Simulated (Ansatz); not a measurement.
## Ansatz (development build ahead of 0.2.0) run

```yaml
crystal:
  periodic: [false, false, false]
  atoms:
    - { symbol: O, position_ang: [0.0, 0.0, -0.11717] }
    - { symbol: H, position_ang: [0.0, 0.0, 0.93737] }
basis:
  gaussian: { orbitals: cc-pVTZ }
magnetization:
  spin_polarized: true
  initial_magnetization: 1
hamiltonian:
  xc: hf
correlation:
  method: mp2
  frozen_orbitals: { H: 0, O: 1 }
```

The input is written out in the form of the current development build from the run's settings.

The run gave:

```yaml
Converged: yes
Reference_energy: -75.41069 hartree
Correlation_energy: -0.20234 hartree
Total_energy: -75.61303 hartree
Spin_squared_of_the_determinant: 0.758
```
